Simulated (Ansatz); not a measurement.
Structure relaxation of Ca₃Ta

Level of theory: DFT PBE, scalar-relativistic, plane waves, PAW (Ansatz). Cutoff 420 eV, Γ-centred k mesh, Gaussian smearing, no spin polarisation in the final step.

The start puts Ca₃Ta on the Ni3Sn (D0_19) structure type (P6_3/mmc, No. 194), with Ta in place of Sn, Ca in place of Ni, at a guessed volume.

```yaml
crystal:
  lattice:
    - [6.66223, 0.00000, 0.00000]
    - [-3.33112, 5.76966, 0.00000]
    - [0.00000, 0.00000, 5.34747]
  atoms:
    - { symbol: Ca, position: [0.83300, 0.66600, 0.25000] }
    - { symbol: Ca, position: [0.16700, 0.83300, 0.75000] }
    - { symbol: Ca, position: [0.33400, 0.16700, 0.25000] }
    - { symbol: Ca, position: [0.16700, 0.33400, 0.75000] }
    - { symbol: Ca, position: [0.83300, 0.16700, 0.25000] }
    - { symbol: Ca, position: [0.66600, 0.83300, 0.75000] }
    - { symbol: Ta, position: [0.33333, 0.66667, 0.25000] }
    - { symbol: Ta, position: [0.66667, 0.33333, 0.75000] }
```

Cell and atoms relax at zero pressure; the relaxation can't lower the symmetry of the start. After a coarse first stage the cell is made exact in the group found at 0.06 Å.

The zero of energy is the elements' standard structures at the same level; no fitted shifts are applied.

Describe the relaxed structure.

It keeps P6_3/mmc (No. 194). The result has the Ni3Sn (D0_19) structure. Conventional cell: a = 7.193 Å, c = 5.526 Å. Ca has 6 Ca at 3.35–3.54 Å, 2 Ta at 3.37 Å, 2 Ta at 3.60 Å and 2 Ca at 3.84 Å; Ta has 6 Ca at 3.37 Å and 6 Ca at 3.60 Å.

```cif
data_structure
_symmetry_space_group_name_H-M 'P6_3/mmc'
_symmetry_Int_Tables_number 194
_cell_length_a 7.1935
_cell_length_b 7.1935
_cell_length_c 5.5262
_cell_angle_alpha 90.000
_cell_angle_beta 90.000
_cell_angle_gamma 120.000
_cell_volume 247.65
loop_
_atom_site_label
_atom_site_type_symbol
_atom_site_symmetry_multiplicity
_atom_site_Wyckoff_symbol
_atom_site_fract_x
_atom_site_fract_y
_atom_site_fract_z
_atom_site_occupancy
Ca1 Ca 6 h 0.82193 0.64387 0.25000 1
Ta1 Ta 2 c 0.33333 0.66667 0.25000 1
```

What are its volume, energy, density and gap?

The volume per atom is 30.96 Å³ and the density is 4.04 g/cm³. The energy over the elements is 0.78 eV/atom and the gap on the 6×6×8 mesh is 0 eV (a metal).

The final run used a 6×6×8 mesh on its 8-atom cell and 0.10 eV smearing. The k mesh leaves about 4 meV/atom of noise in metals. Spin–orbit coupling is left out. Symmetry constrained the relaxation, so the result can be a saddle point. The steps took of the order of 90 core-seconds in all.

Cost: 3 runs of about 1.6 core-minutes in all, on Arm Neoverse V2 (shared hosts).